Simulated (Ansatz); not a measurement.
# NH₂ radical: geometry and frequencies at several levels, part 2 of 2

The task, for NH₂ radical: geometry and frequencies at several levels. Spin multiplicity 2.

Ansatz 0.2.0, Gaussian bases. The steps go on from the part before.

**9. Relaxation, B3LYP-D4/def2-TZVPP**

Input file input.yaml:

```yaml
crystal:
  periodic: [false, false, false]
  atoms:
    - { symbol: "N", position_ang: [0.00062399, 0.11791002, -0.0009364] }
    - { symbol: H, position_ang: [-0.80492208, -0.51734123, -0.00078995] }
    - { symbol: H, position_ang: [0.79940809, -0.52573878, 0.00906635] }
magnetization:
  spin_polarized: true
  initial_magnetization: 1
basis:
  gaussian: { orbitals: def2-TZVPP }
hamiltonian:
  xc: { name: B3LYP }
  dispersion: d4
relax:
  f_tol: 0.002
  max_steps: 150
```

Run with:

```
> ansatz run input.yaml --threads 1 --pin off --max-ram 2560MiB --backend cpu --events-out ev --progress --plain --runs-dir out
```

Log, shortened:

```text
Warning: RAYON_NUM_THREADS=1 ignored (pool sized by the plan → 1); use --threads N
[...]
Functional definition: B3LYP
[...]
273 factors; their error is unknown
[...]
mean field -1521.29584871 eV, -55.9065912687 hartree, gradient 6.4e-5 eV, S^2 0.753087; 0 other end points of the search recorded, 0 dependent functions left out
[...]
reference -1521.29597826 eV, -55.9065960297 hartree; 5, 4 occupied and 54, 55 virtual orbitals, 273 factors
relax step   1: F+E_penalty+E_count = -1521.30580264 eV  Δ(F+E_penalty+E_count) = +0.000e0 eV  max|allowed force component| = 5.925e-2 eV/Å  Δτ_max = 0.0000 Å  (25 SCF iters, accepted)
[...]
relax step   2: F+E_penalty+E_count = -1521.30591113 eV  Δ(F+E_penalty+E_count) = -1.085e-4 eV  max|allowed force component| = 1.520e-2 eV/Å  Δτ_max = 0.0016 Å  (23 SCF iters, accepted)
[...]
relax step   3: F+E_penalty+E_count = -1521.30591702 eV  Δ(F+E_penalty+E_count) = -5.896e-6 eV  max|allowed force component| = 1.574e-3 eV/Å  Δτ_max = 0.0004 Å  (20 SCF iters, accepted)
273 factors; their error is unknown
[...]
mean field -1521.29595699 eV, -55.9065952480 hartree, gradient 4.4e-5 eV, S^2 0.753095; 1 other end points of the search recorded, 0 dependent functions left out
[...]
reference -1521.29608659 eV, -55.9066000106 hartree; 5, 4 occupied and 54, 55 virtual orbitals, 273 factors
Total energy: -1521.30604662 eV, -55.9069660351 hartree
Atom 0 at     0.000623     0.117785    -0.000935 Å, force     0.000008     0.001574    -0.000012 eV/Å
Atom 1 at    -0.806943    -0.517268    -0.000803 Å, force    -0.000146    -0.000786     0.000005 eV/Å
Atom 2 at     0.801430    -0.525687     0.009078 Å, force     0.000137    -0.000788     0.000007 eV/Å
Dipole moment:    -0.002046    -0.387129     0.003072 e Å
```

Wall time 2.4 s (1 thread of Arm Neoverse V1, shared host); peak memory 0.091 GiB.

The steps of the relaxation:

```
step  energy from step 1 (eV)  largest force component (eV/Å)
   1                   0.0000                          0.0592
   2                  -0.0001                          0.0152
   3                  -0.0001                          0.0016
```

Step 1 is the start.

Before: Bond lengths: N1–H2 1.026 Å, N1–H3 1.026 Å. Angles: H2–N1–H3 102.9°.

After: Bond lengths: N1–H2 1.027 Å, N1–H3 1.027 Å. Angles: H2–N1–H3 103.0°.

**10. Frequencies, B3LYP-D4/def2-TZVPP**

Input file input.yaml:

```yaml
crystal:
  periodic: [false, false, false]
  atoms:
    - { symbol: "N", position_ang: [0.00062334, 0.11778524, -0.00093541] }
    - { symbol: H, position_ang: [-0.80694307, -0.51726826, -0.00080286] }
    - { symbol: H, position_ang: [0.80142974, -0.52568697, 0.00907827] }
magnetization:
  spin_polarized: true
  initial_magnetization: 1
basis:
  gaussian: { orbitals: def2-TZVPP }
hamiltonian:
  xc: { name: B3LYP }
  dispersion: d4
phonons: {}
```

Run with:

```
> ansatz run input.yaml --threads 1 --pin off --max-ram 2560MiB --backend cpu --events-out ev --progress --plain --runs-dir out
```

Log, shortened:

```text
Warning: RAYON_NUM_THREADS=1 ignored (pool sized by the plan → 1); use --threads N
[...]
[... 1 set-up line as earlier in the session ...]
[...]
273 factors; their error is unknown
[...]
mean field -1521.29595699 eV, -55.9065952480 hartree, gradient 6.4e-5 eV, S^2 0.753095; 0 other end points of the search recorded, 0 dependent functions left out
[...]
reference -1521.29608659 eV, -55.9066000106 hartree; 5, 4 occupied and 54, 55 virtual orbitals, 273 factors
[...]
273 factors; their error is unknown
[...]
mean field -1521.29586498 eV, -55.9065918667 hartree, gradient 6.0e-7 eV, S^2 0.753100; 0 other end points of the search recorded, 0 dependent functions left out
[...]
reference -1521.29599465 eV, -55.9065966318 hartree; 5, 4 occupied and 54, 55 virtual orbitals, 273 factors
[...]
273 factors; their error is unknown
[...]
273 factors; their error is unknown
mean field -1521.29591653 eV, -55.9065937610 hartree, gradient 7.0e-7 eV, S^2 0.753092; 0 other end points of the search recorded, 0 dependent functions left out
[...]
reference -1521.29604610 eV, -55.9065985228 hartree; 5, 4 occupied and 54, 55 virtual orbitals, 273 factors
[...]
273 factors; their error is unknown
mean field -1521.29591071 eV, -55.9065935471 hartree, gradient 5.5e-7 eV, S^2 0.753099; 0 other end points of the search recorded, 0 dependent functions left out
[...]
reference -1521.29604033 eV, -55.9065983106 hartree; 5, 4 occupied and 54, 55 virtual orbitals, 273 factors
Total energy: -1521.30604662 eV, -55.9069660351 hartree
Atom 0 at     0.000623     0.117785    -0.000935 Å, force     0.000008     0.001574    -0.000012 eV/Å
Atom 1 at    -0.806943    -0.517268    -0.000803 Å, force    -0.000146    -0.000786     0.000005 eV/Å
Atom 2 at     0.801430    -0.525687     0.009078 Å, force     0.000138    -0.000788     0.000007 eV/Å
Dipole moment:    -0.002046    -0.387129     0.003072 e Å
Vibrations: 1535.33 3352.95 3442.50 cm⁻¹, zero-point energy 0.516443 eV
```

It took 2.9 s on 1 thread of Arm Neoverse V1, shared host; peak memory 0.089 GiB.

Harmonic frequencies (cm⁻¹; negative: imaginary): 1535, 3353, 3443.

**11. Relaxation, B2PLYP/def2-TZVPP**

Input file input.yaml:

```yaml
crystal:
  periodic: [false, false, false]
  atoms:
    - { symbol: "N", position_ang: [0.00062399, 0.11791002, -0.0009364] }
    - { symbol: H, position_ang: [-0.80492208, -0.51734123, -0.00078995] }
    - { symbol: H, position_ang: [0.79940809, -0.52573878, 0.00906635] }
magnetization:
  spin_polarized: true
  initial_magnetization: 1
basis:
  gaussian: { orbitals: def2-TZVPP }
hamiltonian:
  xc: { name: B2PLYP }
relax:
  f_tol: 0.002
  max_steps: 150
```

Run with:

```
> ansatz run input.yaml --threads 1 --pin off --max-ram 2560MiB --backend cpu --events-out ev --progress --plain --runs-dir out
```

Log, shortened:

```text
Warning: RAYON_NUM_THREADS=1 ignored (pool sized by the plan → 1); use --threads N
[...]
Functional definition: B2PLYP
[...]
389 factors; integrals over basis functions are off by at most 3.5e-4 eV
[...]
mean field -1518.33764784 eV, -55.7978793919 hartree, gradient 2.7e-6 eV, S^2 0.754834; 0 other end points of the search recorded, 0 dependent functions left out
1 core orbitals not correlated: weight in the atoms' cores, before any rotation towards them, 1.000 or more for the frozen orbitals, at most 0.000 for the correlated occupied ones
reference -1518.33773087 eV, -55.7978824431 hartree; 4, 3 occupied and 54, 55 virtual orbitals, 389 factors
second order -6.00494935 eV of doubles, -0.00000000 eV of singles
[...]
relax step   1: F+E_penalty+E_count = -1519.95898417 eV  Δ(F+E_penalty+E_count) = +0.000e0 eV  max|allowed force component| = 9.922e-2 eV/Å  Δτ_max = 0.0000 Å  (28 SCF iters, accepted)
[...]
389 factors; integrals over basis functions are off by at most 3.5e-4 eV
mean field -1518.33884585 eV, -55.7979234178 hartree, gradient 1.3e-6 eV, S^2 0.754818; 1 other end points of the search recorded, 0 dependent functions left out
1 core orbitals not correlated: weight in the atoms' cores, before any rotation towards them, 1.000 or more for the frozen orbitals, at most 0.000 for the correlated occupied ones
reference -1518.33892887 eV, -55.7979264690 hartree; 4, 3 occupied and 54, 55 virtual orbitals, 389 factors
second order -6.00104234 eV of doubles, -0.00000000 eV of singles
[...]
Total energy: -1519.95921030 eV, -55.8574707133 hartree
Atom 0 at     0.000616     0.116456    -0.000925 Å, force    -0.000009    -0.001717     0.000014 eV/Å
Atom 1 at    -0.804257    -0.516618    -0.000792 Å, force    -0.001681     0.000867    -0.000017 eV/Å
Atom 2 at     0.798751    -0.525008     0.009057 Å, force     0.001690     0.000849     0.000004 eV/Å
Dipole moment:    -0.002062    -0.390189     0.003097 e Å
```

It took 6.7 s on 1 thread of Arm Neoverse V1, shared host; peak memory 0.12 GiB.

The steps of the relaxation:

```
step  energy from step 1 (eV)  largest force component (eV/Å)
   1                   0.0000                          0.0992
   2                  -0.0001                          0.0373
   3                  -0.0001                          0.0017
```

Step 1 is the start.

Before: Bond lengths: N1–H2 1.026 Å, N1–H3 1.026 Å. Angles: H2–N1–H3 102.9°.

After: Bond lengths: N1–H2 1.024 Å, N1–H3 1.024 Å. Angles: H2–N1–H3 103.0°.

**12. Frequencies, B2PLYP/def2-TZVPP**

Input file input.yaml:

```yaml
crystal:
  periodic: [false, false, false]
  atoms:
    - { symbol: "N", position_ang: [0.0006163, 0.11645594, -0.00092486] }
    - { symbol: H, position_ang: [-0.80425737, -0.51661765, -0.00079166] }
    - { symbol: H, position_ang: [0.79875107, -0.52500828, 0.00905652] }
magnetization:
  spin_polarized: true
  initial_magnetization: 1
basis:
  gaussian: { orbitals: def2-TZVPP }
hamiltonian:
  xc: { name: B2PLYP }
phonons: {}
```

Run with:

```
> ansatz run input.yaml --threads 1 --pin off --max-ram 2560MiB --backend cpu --events-out ev --progress --plain --runs-dir out
```

Log, shortened:

```text
Warning: RAYON_NUM_THREADS=1 ignored (pool sized by the plan → 1); use --threads N
[...]
[... 1 set-up line as earlier in the session ...]
[...]
389 factors; integrals over basis functions are off by at most 3.5e-4 eV
[...]
mean field -1518.33884585 eV, -55.7979234178 hartree, gradient 2.7e-6 eV, S^2 0.754818; 0 other end points of the search recorded, 0 dependent functions left out
1 core orbitals not correlated: weight in the atoms' cores, before any rotation towards them, 1.000 or more for the frozen orbitals, at most 0.000 for the correlated occupied ones
reference -1518.33892887 eV, -55.7979264690 hartree; 4, 3 occupied and 54, 55 virtual orbitals, 389 factors
second order -6.00104237 eV of doubles, -0.00000000 eV of singles
[...]
389 factors; integrals over basis functions are off by at most 3.5e-4 eV
[...]
389 factors; integrals over basis functions are off by at most 3.5e-4 eV
mean field -1518.33850206 eV, -55.7979107838 hartree, gradient 1.2e-6 eV, S^2 0.754824; 0 other end points of the search recorded, 0 dependent functions left out
1 core orbitals not correlated: weight in the atoms' cores, before any rotation towards them, 1.000 or more for the frozen orbitals, at most 0.000 for the correlated occupied ones
reference -1518.33858508 eV, -55.7979138349 hartree; 4, 3 occupied and 54, 55 virtual orbitals, 389 factors
second order -6.00216136 eV of doubles, -0.00000000 eV of singles
[...]
Total energy: -1519.95921031 eV, -55.8574707137 hartree
Atom 0 at     0.000616     0.116456    -0.000925 Å, force    -0.000009    -0.001717     0.000014 eV/Å
Atom 1 at    -0.804257    -0.516618    -0.000792 Å, force    -0.001681     0.000867    -0.000017 eV/Å
Atom 2 at     0.798751    -0.525008     0.009057 Å, force     0.001690     0.000850     0.000004 eV/Å
Dipole moment:    -0.002062    -0.390189     0.003097 e Å
Vibrations: 1547.99 3396.38 3490.65 cm⁻¹, zero-point energy 0.522904 eV
```

Run time: 11 s. Hardware: 1 thread of Arm Neoverse V1, shared host; peak memory 0.12 GiB.

Harmonic frequencies (cm⁻¹; negative: imaginary): 1548, 3396, 3491.

**13. The levels compared**

```csv
level,N1–H2 (Å),N1–H3 (Å),rotational constants (MHz),dipole (D),highest frequency (cm⁻¹),CPU time
PBE0-D4/def2-TZVPP,1.0259,1.0259,"701380, 389620, 250480",1.87,3492,2.9 s
PBE-D4/def2-TZVPP,1.0373,1.0373,"673490, 385610, 245210",1.81,3354,3.2 s
r2SCAN-D4/def2-TZVPP,1.0274,1.0274,"693520, 390500, 249830",1.86,3452,4.5 s
B3LYP-D4/def2-TZVPP,1.0274,1.0273,"701790, 387670, 249720",1.86,3443,2.4 s
B2PLYP/def2-TZVPP,1.0240,1.0240,"706190, 390270, 251360",1.87,3491,6.7 s
```

Constants are for the commonest isotopes at the equilibrium geometry; times are CPU times of the relaxations.

**14. Outcome**

This closing draws on all 2 parts.

| quantity | value |
| --- | --- |
| N1–H2 at B2PLYP/def2-TZVPP | 1.024 Å |
| N1–H3 at B2PLYP/def2-TZVPP | 1.024 Å |
| frequencies at B2PLYP/def2-TZVPP | 1548 to 3491 cm⁻¹ |

What this shows: The N–H distance spreads over 0.013 Å, from B2PLYP/def2-TZVPP (shortest) to PBE-D4/def2-TZVPP. No mode is imaginary, so the geometry is a minimum.
